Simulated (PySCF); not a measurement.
**C2H4ClF (1-chloro-1-fluoroethane) at 6 levels**

We compute a comparison of 6 runs (HF/STO-3G, M06-2X/STO-3G, B3LYP/6-31G*, PBE/pcseg-1, BP86/def2-SVPD, MP2/6-31+G*) of C2H4ClF (1-chloro-1-fluoroethane). 

Program for the calculation: PySCF 2.14.0.

## (1) The system as given

C2H4ClF: 8 atoms, total charge 0, spin state singlet. SMILES: `CC(F)Cl`. The shape is that of a PBE0-D4/def2-TZVP optimisation.

Bond lengths: C1–C2 1.499 Å, C2–F3 1.363 Å, C2–Cl4 1.783 Å, C1–H5 1.090 Å, C1–H6 1.092 Å, C1–H7 1.090 Å, C2–H8 1.091 Å. Some angles: C1–C2–F3 110.1°, C1–C2–Cl4 111.1°, F3–C2–Cl4 108.4°, C1–C2–H8 113.3°, F3–C2–H8 107.8°, Cl4–C2–H8 105.8°, C2–C1–H5 110.2°, C2–C1–H6 109.1°, C2–C1–H7 110.0°, H5–C1–H6 109.1°.

## (2) Energy and forces at HF/STO-3G (run 1)

input.py

```python
import pyscf.grad
from pyscf import gto, scf

system = gto.Mole()
system.atom = [
    ('C', (0.023800, 0.798000, -0.063300)),
    ('C', (-0.053500, -0.682200, 0.160900)),
    ('F', (1.025400, -1.104300, 0.878600)),
    ('Cl', (-0.081400, -1.566700, -1.387100)),
    ('H', (-0.846800, 1.140400, -0.622400)),
    ('H', (0.049700, 1.305200, 0.903700)),
    ('H', (0.927000, 1.044400, -0.622300)),
    ('H', (-0.952100, -0.992000, 0.696200)),
]
system.spin = 0
system.charge = 0
system.basis = 'sto-3g'
system.verbose = 4
system.max_memory = 1860
system.build()

mf = scf.RHF(system)
mf.conv_tol = 1e-10
mf.kernel()
if not mf.converged:
    mf = mf.newton().run(mf.mo_coeff, mf.mo_occ)

e_final = mf.e_tot
print('E(%s) = %.9f' % ('HF', e_final))
grad = mf.Gradients().kernel()
mf.analyze()
```

On the command line:

```bash
$ OMP_NUM_THREADS=1 python input.py
```

Output:

```text
PySCF version 2.14.0

[... 75 lines left out ...]
Nuclear Repulsion Energy =             166.648646252765502
[... 3 lines left out ...]
DFT Exchange-Correlation Energy =      -49.637255558952518
[... 5 lines left out ...]
MO #4   energy= -11.0808719622444  occ= 2
[... 3 lines left out ...]
MO #8   energy= -7.80880372181152  occ= 2
[... 3 lines left out ...]
MO #12  energy= -0.80414887188972  occ= 2
[... 3 lines left out ...]
MO #16  energy= -0.539023525934102 occ= 2
[... 3 lines left out ...]
MO #20  energy= -0.392901186836999 occ= 2
[... 3 lines left out ...]
MO #24  energy= 0.626404642566254  occ= 0
[... 3 lines left out ...]
MO #28  energy= 0.733421487891444  occ= 0
 ** Mulliken pop on meta-lowdin orthogonal AOs  **
 ** Mulliken pop  **
pop of  0 C 1s            1.99978
pop of  0 C 2s            1.01534
pop of  0 C 2px           1.06524
pop of  0 C 2py           0.97594
pop of  0 C 2pz           1.05855
pop of  1 C 1s            1.99984
pop of  1 C 2s            1.08026
pop of  1 C 2px           0.93106
pop of  1 C 2py           0.98215
pop of  1 C 2pz           0.85059
pop of  2 F 1s            1.99996
pop of  2 F 2s            1.88808
pop of  2 F 2px           1.54535
pop of  2 F 2py           1.90338
pop of  2 F 2pz           1.76006
pop of  3 Cl 1s           2.00000
pop of  3 Cl 2s           1.99994
pop of  3 Cl 3s           1.92060
pop of  3 Cl 2px          1.99999
pop of  3 Cl 2py          1.99992
pop of  3 Cl 2pz          1.99977
pop of  3 Cl 3px          1.98523
pop of  3 Cl 3py          1.80891
pop of  3 Cl 3pz          1.44449
pop of  4 H 1s            0.94452
pop of  5 H 1s            0.94756
pop of  6 H 1s            0.94365
pop of  7 H 1s            0.94986
 ** Mulliken atomic charges  **
charge of    0C =     -0.11485
charge of    1C =      0.15609
charge of    2F =     -0.09682
charge of    3Cl =     -0.15884
charge of    4H =      0.05548
charge of    5H =      0.05244
charge of    6H =      0.05635
charge of    7H =      0.05014
Dipole moment(X, Y, Z, Debye): -0.79165,  1.82112,  1.40996
```

Run time: 1.4 s. Hardware: 1 thread of Intel Xeon at 2.70GHz, shared host; peak memory 0.12 GiB.

## (3) Energy and gradient at M06-2X/STO-3G (run 2)

run.py

```python
import pyscf.grad
from pyscf import gto, dft

system = gto.M(
    atom=[
    ('C', (0.023800, 0.798000, -0.063300)),
    ('C', (-0.053500, -0.682200, 0.160900)),
    ('F', (1.025400, -1.104300, 0.878600)),
    ('Cl', (-0.081400, -1.566700, -1.387100)),
    ('H', (-0.846800, 1.140400, -0.622400)),
    ('H', (0.049700, 1.305200, 0.903700)),
    ('H', (0.927000, 1.044400, -0.622300)),
    ('H', (-0.952100, -0.992000, 0.696200)),
],
    verbose=4,
    charge=0,
    max_memory=1860,
    basis='sto-3g',
)

mf = dft.RKS(system, xc='m06-2x')
mf.grids.level = 5
mf.conv_tol = 1e-10
mf.kernel()
if not mf.converged:
    mf = mf.newton().run(mf.mo_coeff, mf.mo_occ)

energy = mf.e_tot
print('E = %.10f Eh' % energy)
grad = mf.Gradients().kernel()
mf.analyze()
```

On the command line:

```bash
$ OMP_NUM_THREADS=1 python run.py
```

Output:

```text
PySCF version 2.14.0

[... 91 lines left out ...]
Nuclear Repulsion Energy =             166.648646252765502
[... 3 lines left out ...]
DFT Exchange-Correlation Energy =      -51.122091257896926
[... 5 lines left out ...]
MO #4   energy= -10.4126632809624  occ= 2
[... 3 lines left out ...]
MO #8   energy= -7.28969720003947  occ= 2
[... 3 lines left out ...]
MO #12  energy= -0.665028628066438 occ= 2
[... 3 lines left out ...]
MO #16  energy= -0.437804472726121 occ= 2
[... 3 lines left out ...]
MO #20  energy= -0.300605525189155 occ= 2
[... 3 lines left out ...]
MO #24  energy= 0.457657273208086  occ= 0
[... 3 lines left out ...]
MO #28  energy= 0.553427608522648  occ= 0
 ** Mulliken pop on meta-lowdin orthogonal AOs  **
 ** Mulliken pop  **
pop of  0 C 1s            1.99968
pop of  0 C 2s            1.01587
pop of  0 C 2px           1.07560
pop of  0 C 2py           0.98734
pop of  0 C 2pz           1.06791
pop of  1 C 1s            1.99976
pop of  1 C 2s            1.08704
pop of  1 C 2px           0.94017
pop of  1 C 2py           0.98833
pop of  1 C 2pz           0.87639
pop of  2 F 1s            1.99996
pop of  2 F 2s            1.89240
pop of  2 F 2px           1.53849
pop of  2 F 2py           1.88557
pop of  2 F 2pz           1.73967
pop of  3 Cl 1s           2.00000
pop of  3 Cl 2s           1.99991
pop of  3 Cl 3s           1.92682
pop of  3 Cl 2px          1.99999
pop of  3 Cl 2py          1.99989
pop of  3 Cl 2pz          1.99969
pop of  3 Cl 3px          1.98106
pop of  3 Cl 3py          1.80324
pop of  3 Cl 3pz          1.44086
pop of  4 H 1s            0.93543
pop of  5 H 1s            0.93897
pop of  6 H 1s            0.93547
pop of  7 H 1s            0.94449
 ** Mulliken atomic charges  **
charge of    0C =     -0.14641
charge of    1C =      0.10831
charge of    2F =     -0.05609
charge of    3Cl =     -0.15145
charge of    4H =      0.06457
charge of    5H =      0.06103
charge of    6H =      0.06453
charge of    7H =      0.05551
Dipole moment(X, Y, Z, Debye): -0.60611,  1.70450,  1.48292
```

Run time: 13 s. Hardware: 1 thread of Intel Xeon at 2.70GHz, shared host; peak memory 0.36 GiB.

Runs 3 to 5 aren't shown in full; the table further down has their settings and results.

## (4) Energy and forces at MP2/6-31+G(d) (spherical functions) (run 6)

input.py

```python
import pyscf.grad
from pyscf import gto, mp

mol = gto.M(
    atom='''
C        0.023800       0.798000      -0.063300
C       -0.053500      -0.682200       0.160900
F        1.025400      -1.104300       0.878600
Cl      -0.081400      -1.566700      -1.387100
H       -0.846800       1.140400      -0.622400
H        0.049700       1.305200       0.903700
H        0.927000       1.044400      -0.622300
H       -0.952100      -0.992000       0.696200
''',
    verbose=4,
    basis='6-31+g*',
    max_memory=1860,
    spin=0,
)

calc0 = mol.RHF()
calc0.conv_tol = 1e-10
calc0.kernel()
if not calc0.converged:
    calc0 = calc0.newton().run(calc0.mo_coeff, calc0.mo_occ)

pt = mp.MP2(calc0, frozen=8).run()
energy = pt.e_tot
print(f'total energy: {energy:.8f} hartree')
grad = pt.Gradients().kernel()
calc0.analyze()
```

On the command line:

```bash
$ OMP_NUM_THREADS=1 python input.py
```

Output:

```text
PySCF version 2.14.0

[... 84 lines left out ...]
Nuclear Repulsion Energy =             166.648646252765502
[... 9 lines left out ...]
MO #4   energy= -11.2467584441236  occ= 2
[... 7 lines left out ...]
MO #12  energy= -0.872349637011818 occ= 2
[... 7 lines left out ...]
MO #20  energy= -0.46339748781915  occ= 2
[... 7 lines left out ...]
MO #28  energy= 0.147783868192436  occ= 0
[... 7 lines left out ...]
MO #36  energy= 0.341360012071825  occ= 0
[... 7 lines left out ...]
MO #44  energy= 0.53242982607178   occ= 0
[... 7 lines left out ...]
MO #52  energy= 0.933557991361358  occ= 0
[... 7 lines left out ...]
MO #60  energy= 1.26170093739062   occ= 0
[... 7 lines left out ...]
MO #68  energy= 1.93320125720921   occ= 0
[... 7 lines left out ...]
MO #76  energy= 2.43012492869164   occ= 0
[... 7 lines left out ...]
MO #84  energy= 3.4636088984807    occ= 0
[... 56 lines left out ...]
pop of  3 Cl 1s           2.00000
pop of  3 Cl 2s           1.99998
pop of  3 Cl 3s           1.87728
pop of  3 Cl 4s           0.00458
pop of  3 Cl 5s           0.00035
pop of  3 Cl 2px          2.00000
pop of  3 Cl 2py          2.00000
pop of  3 Cl 2pz          1.99999
pop of  3 Cl 3px          1.97246
pop of  3 Cl 3py          1.81023
pop of  3 Cl 3pz          1.44893
pop of  3 Cl 4px          0.00212
pop of  3 Cl 4py          0.00353
pop of  3 Cl 4pz          0.00594
pop of  3 Cl 5px          0.00071
pop of  3 Cl 5py          0.00065
pop of  3 Cl 5pz          0.00051
pop of  3 Cl 3dxy         0.00030
pop of  3 Cl 3dyz         0.00659
pop of  3 Cl 3dz^2        0.00492
pop of  3 Cl 3dxz         0.00065
pop of  3 Cl 3dx2-y2      0.00074
pop of  4 H 1s            0.88282
pop of  4 H 2s            0.00792
pop of  5 H 1s            0.88491
pop of  5 H 2s            0.00802
pop of  6 H 1s            0.87964
pop of  6 H 2s            0.00841
pop of  7 H 1s            0.87347
pop of  7 H 2s            0.01117
 ** Mulliken atomic charges  **
charge of    0C =     -0.27144
charge of    1C =      0.31624
charge of    2F =     -0.34798
charge of    3Cl =     -0.14045
charge of    4H =      0.10926
charge of    5H =      0.10707
charge of    6H =      0.11195
charge of    7H =      0.11535
Dipole moment(X, Y, Z, Debye): -1.47542,  1.97178,  0.64764
```

Run time: 14 s. Hardware: 1 thread of Intel Xeon at 2.70GHz, shared host; peak memory 0.56 GiB.

## (5) Overview of the runs

```tsv
run	level	integration grid	frozen core orbitals	energy (Eh)	dipole moment (D) of the reference	HOMO energy (eV)	LUMO energy (eV)	wall time
1	HF/STO-3G	–	–	-629.755877	2.44	-10.41	9.75	1.4 s
2	M06-2X/STO-3G	5	–	-631.271295	2.34	-7.89	5.56	13 s
3	B3LYP/6-31G* (spherical functions)	5	–	-638.650012	2.19	-8.28	0.78	22 s
4	PBE/pcseg-1	5	–	-638.222214	2.23	-7.32	-0.36	28 s
5	BP86/def2-SVPD	5	–	-638.444890	2.20	-7.47	-0.61	44 s
6	MP2/6-31+G* (spherical functions)	–	8	-637.552282	2.55	-12.25	2.17	14 s
```

## (6) Outcome

| quantity | value |
| --- | --- |
| run 6: total energy | -637.55228 Eh |
| run 6: dipole moment (Hartree–Fock density) | 2.55 D |
| run 6: HOMO energy (Hartree–Fock orbitals) | -12.25 eV |
| run 6: LUMO energy (Hartree–Fock orbitals) | 2.17 eV |
| run 6: HOMO–LUMO gap (Hartree–Fock orbitals) | 14.42 eV |
| run 6: correlation energy (8 core orbitals frozen) | -566.1 mEh |
| run 6: largest force on an atom | 1.114 eV/Å |

**Reading.** Over runs 1, 2, 3, 4, 5 the dipole moment (its size) runs from 2.19 D (B3LYP/6-31G*) to 2.44 D (HF/STO-3G). The two ends differ in method and basis. Over runs 1, 2, 3, 4, 5 the HOMO–LUMO gap runs from 6.86 eV (BP86/def2-SVPD) to 20.16 eV (HF/STO-3G). Totals of different functionals can't be ranked against each other. In runs 1, 2 the basis is minimal, so the values are rough. All runs together took 2 min, the longest 44 s.
